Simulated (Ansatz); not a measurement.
We consider antiferromagnetic (type II) rock-salt NiO, described by r²SCAN0 (plane waves, PAW; Ansatz, a quantum-chemistry and plane-wave program).

Numerical settings: plane-wave cutoff 520 eV, 10×10×10 k mesh, Fermi–Dirac smearing 0.01 eV, spin-polarised with opposed moments, scalar-relativistic PAW data made under PBE.

Cell (measured lattice):

```cif
data_Ni2O2
_chemical_formula_sum 'Ni2 O2'
_space_group_name_H-M_alt 'P 1'
_space_group_IT_number 1
_cell_length_a 5.10719
_cell_length_b 5.10719
_cell_length_c 5.10719
_cell_angle_alpha 33.557
_cell_angle_beta 33.557
_cell_angle_gamma 33.557
loop_
_space_group_symop_operation_xyz
  'x, y, z'
loop_
_atom_site_label
_atom_site_type_symbol
_atom_site_fract_x
_atom_site_fract_y
_atom_site_fract_z
_atom_site_occupancy
Ni1 Ni 0.00000 0.00000 0.00000 1
Ni2 Ni 0.50000 0.50000 0.50000 1
O1 O 0.25000 0.25000 0.25000 1
O2 O 0.75000 0.75000 0.75000 1
```
Starting moments (μB, in the order of the record's atoms Ni Ni O O): 2.0 -2.0 0.0 0.0.

Task: What does this level give for the band gap, smallest direct gap on the k points sampled and magnetic moment (largest site, within a sphere)?

Result: 
- band gap: 5.83 eV (indirect)
- smallest direct gap on the k points sampled: 6.53 eV
- magnetic moment (largest site, within a sphere): 1.73 μB

Note: cell and atoms aren't relaxed at this level (pressure -1.9 GPa).

Moments are spin moments.

Static lattice: no zero-point or thermal effects.
